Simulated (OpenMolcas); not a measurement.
# BH2F (SMILES [H]B([H])F) at 6 levels

Wanted: a comparison of 6 runs (HF/STO-3G, UHF/STO-3G, M06-2X/STO-3G, PBE/STO-3G, PBE0/STO-3G, ACPF/STO-3G) of BH2F. 

Program for the calculation: OpenMolcas 26.06.

### 1 Starting point

BH2F has 4 atoms, charge 0, and is taken as a singlet. As SMILES, `[H]B([H])F`. The B1–F4 distance was set to 1.959 Å, away from the relaxed value.

Bond lengths: B1–H2 1.171 Å, B1–H3 1.171 Å. Angles: H2–B1–H3 125.4°. A long bond or contact: B1–F4 1.959 Å.

### 2 A single-point energy at HF/STO-3G (run 1)

The input, run.inp:

```
&GATEWAY
 BasLib = $CurrDir
 Coord
 4
 angstrom
 B        0.370062       0.606511      -0.000715
 H        1.538492       0.523341       0.014315
 H       -0.238198       1.607491      -0.020765
 F       -0.650140      -1.065400       0.003230
 Basis = STO-3G
 Group = NoSym

&SEWARD

&SCF
 Thresholds = 1e-10 1e-07 1e-07 1e-05
 PrOrbitals = 1 1
```

The basis set STO-3G is read from a file made from the Basis Set Exchange's data (not shown).

On the command line:

```
$ export MOLCAS_MEM=1860
$ pymolcas run.inp > run.log
```

Log:

```text
--- Start Module: gateway ---
[...]
--- Stop Module: gateway /rc=_RC_ALL_IS_WELL_ ---
--- Start Module: seward ---
[...]
      Basis functions           12
--- Stop Module: seward /rc=_RC_ALL_IS_WELL_ ---
--- Start Module: scf ---
[...]
       Convergence after  15 Iterations
[...]
::    Total SCF energy                               -123.4121970917
[...]
      Total spin, S                                     0.0000000000
[...]
      Total electronic charge=   16.000000
      Total            charge=   -0.000000
[...]
      Dipole Moment (debye):
      Origin of the operator (angstrom)=   -0.2176   -0.3565    0.0015
                   X=  8.5946E-01               Y=  1.4086E+00               Z= -6.4400E-04           Total=  1.6501E+00
      Quadrupole Moment (debye*angstrom):
[...]
--- Stop Module: scf /rc=_RC_ALL_IS_WELL_ ---
[...]
```

It took 1.2 s on 1 thread of Intel Xeon 6975P-C (Granite Rapids), shared host; peak memory 0.37 GiB.

### 3 A single-point energy at UHF/STO-3G (run 2)

The input, run.inp:

```
>>> EXPORT MOLCAS_PRINT=2
&GATEWAY
BasLib = $CurrDir
Coord
4
angstrom
B        0.370062       0.606511      -0.000715
H        1.538492       0.523341       0.014315
H       -0.238198       1.607491      -0.020765
F       -0.650140      -1.065400       0.003230
Basis = STO-3G
Group = NoSym
&SEWARD
&SCF
UHF
Thresholds = 1e-10 1e-07 1e-07 1e-05
Scramble = 0.25
PrOrbitals = 1 1
```

The basis set STO-3G is read from a file made from the Basis Set Exchange's data (not shown).

On the command line:

```
$ export MOLCAS_MEM=1860
$ pymolcas run.inp > run.log
```

Log:

```text
--- Start Module: gateway ---
[...]
--- Stop Module: gateway /rc=_RC_ALL_IS_WELL_ ---
--- Start Module: seward ---
[...]
      Basis functions           12
--- Stop Module: seward /rc=_RC_ALL_IS_WELL_ ---
--- Start Module: scf ---
[...]
       Convergence after  39 Iterations
[...]
::    Total SCF energy                               -123.4345996840
[...]
      Total spin, S                                     0.3846582829
[...]
      Total electronic charge=   16.000000
      Total            charge=   -0.000000
[...]
      Dipole Moment (debye):
      Origin of the operator (angstrom)=   -0.2176   -0.3565    0.0015
                   X=  3.6233E-01               Y=  5.9390E-01               Z=  2.6818E-04           Total=  6.9570E-01
      Quadrupole Moment (debye*angstrom):
[...]
--- Stop Module: scf /rc=_RC_ALL_IS_WELL_ ---
[...]
```

Run time: 1.6 s. Hardware: 1 thread of Intel Xeon 6975P-C (Granite Rapids), shared host; peak memory 0.37 GiB.

Run 3 isn't shown in full; the table further down has it.

### 4 A single-point energy at PBE/STO-3G (run 4)

The input, run.inp:

```
&GATEWAY
  BasLib=$CurrDir
  Coord
  4
  angstrom
  B        0.370062       0.606511      -0.000715
  H        1.538492       0.523341       0.014315
  H       -0.238198       1.607491      -0.020765
  F       -0.650140      -1.065400       0.003230
  Basis=STO-3G
  Group=NoSym

&SEWARD
  GridInput
  Grid=UltraFine
  End of Grid

&SCF
  KSDFT=PBE
  Thresholds=1e-10 1e-07 1e-07 1e-05
  PrOrbitals=1 1
```

The basis set STO-3G is read from a file made from the Basis Set Exchange's data (not shown).

On the command line:

```
$ export MOLCAS_MEM=1860
$ pymolcas run.inp > run.log
```

Log:

```text
--- Start Module: gateway ---
[...]
--- Stop Module: gateway /rc=_RC_ALL_IS_WELL_ ---
--- Start Module: seward ---
[...]
      Basis functions           12
--- Stop Module: seward /rc=_RC_ALL_IS_WELL_ ---
--- Start Module: scf ---
[...]
       Convergence after  19 Iterations
[...]
::    Total KS-DFT energy                            -123.8631170144
[...]
      Total spin, S                                     0.0000000000
[...]
      Total electronic charge=   16.000000
      Total            charge=   -0.000000
[...]
      Dipole Moment (debye):
      Origin of the operator (angstrom)=   -0.2176   -0.3565    0.0015
                   X=  3.0243E-01               Y=  4.9576E-01               Z=  5.2615E-04           Total=  5.8072E-01
      Quadrupole Moment (debye*angstrom):
[...]
--- Stop Module: scf /rc=_RC_ALL_IS_WELL_ ---
[...]
```

It took 3.6 s on 1 thread of Intel Xeon 6975P-C (Granite Rapids), shared host; peak memory 0.37 GiB.

Run 5 isn't shown in full; the table further down has it.

### 5 The energy at ACPF/STO-3G (run 6)

The input, run.input:

```
>>> EXPORT MOLCAS_PRINT=2
&GATEWAY
BASLIB = $CurrDir
COORD
4
angstrom
B        0.370062       0.606511      -0.000715
H        1.538492       0.523341       0.014315
H       -0.238198       1.607491      -0.020765
F       -0.650140      -1.065400       0.003230
BASIS = STO-3G
GROUP = NoSym
&SEWARD
&SCF
THRESHOLDS = 1e-10 1e-07 1e-07 1e-05
PRORBITALS = 1 1
&MOTRA
FROZEN = 2
&GUGA
ELECTRONS = 12
SPIN = 1
INACTIVE = 6
ACTIVE = 0
CIALL = 1
&CPF
ACPF
```

The basis set STO-3G is read from a file made from the Basis Set Exchange's data (not shown).

On the command line:

```
$ export MOLCAS_MEM=1860
$ pymolcas run.input > run.log
```

Log:

```text
--- Start Module: gateway ---
[...]
--- Stop Module: gateway /rc=_RC_ALL_IS_WELL_ ---
[...]
      Basis functions           12
[...]
       Convergence after  15 Iterations
[...]
::    Total SCF energy                               -123.4121970917
[...]
      Total spin, S                                     0.0000000000
[...]
      *** WARNING: Default frozen orbitals is overwritten by user input.
      *** Default values:   2
[...]
--- Start Module: guga ---
[...]
--- Stop Module: guga /rc=_RC_ALL_IS_WELL_ ---
--- Start Module: cpf ---
[...]
      Active orbitals                            0       0
[...]
      Spin quantum number                      0.0
[...]
     FINAL ACPF ENERGY        -123.53637981
     FINAL CORRELATION ENERGY   -0.12418272  REFERENCE ENERGY    -123.41219709
[...]
      Title:  ACPF natural orbitals
[...]
      Total electronic charge=   16.000000
      Total            charge=   -0.000000
[...]
      Dipole Moment (debye):
      Origin of the operator (angstrom)=   -0.2176   -0.3565    0.0015
                   X= -8.4168E-02               Y= -1.3784E-01               Z=  1.3984E-03           Total=  1.6152E-01
      Quadrupole Moment (debye*angstrom):
[...]
--- Stop Module: cpf /rc=_RC_ALL_IS_WELL_ ---
[...]
```

Wall time 1.4 s (1 thread of Intel Xeon 6975P-C (Granite Rapids), shared host); peak memory 0.37 GiB.

### 6 The series

```
run          level  scramble  integration grid  energy (Eh)  dipole moment (D) of the reference  HOMO energy (eV)  LUMO energy (eV)  wall time
  1      HF/STO-3G         –                 –  -123.412197                                1.65             -9.39              5.81      1.2 s
  2     UHF/STO-3G      0.25                 –  -123.434600                                0.70             -8.65              5.96      1.6 s
  3  M06-2X/STO-3G         –         UltraFine  -123.985038                                1.26             -6.68              1.88      3.6 s
  4     PBE/STO-3G         –         UltraFine  -123.863117                                0.58             -2.50             -0.42      3.6 s
  5    PBE0/STO-3G         –         UltraFine  -123.873316                                1.07             -4.54              0.69      2.4 s
  6    ACPF/STO-3G         –                 –  -123.536380                                1.65             -9.39              5.81      1.4 s
```

### 7 Summary of results

| quantity | value |
| --- | --- |
| run 6: total energy | -123.53638 Eh |
| run 6: dipole moment (mean-field density) | 1.65 D |
| run 6: HOMO energy (Hartree–Fock orbitals) | -9.39 eV |
| run 6: LUMO energy (Hartree–Fock orbitals) | 5.81 eV |
| run 6: HOMO–LUMO gap (Hartree–Fock orbitals) | 15.20 eV |
| run 6: correlation energy (2 core orbitals frozen) | -124.2 mEh |

Over runs 1, 2, 3, 4, 5 the dipole moment (its size) runs from 0.58 D (PBE/STO-3G) to 1.65 D (HF/STO-3G). Over runs 1, 2, 3, 4, 5 the HOMO–LUMO gap runs from 2.08 eV (PBE/STO-3G) to 15.20 eV (HF/STO-3G). Exact exchange widens orbital gaps. Totals of different functionals can't be ranked against each other. In runs 1, 2, 3, 4, 5, 6 the basis is minimal, so the values are rough. Spin contamination of the reference: run 2 ⟨S²⟩ = 0.53. All runs together took 14 s, the longest 3.6 s.
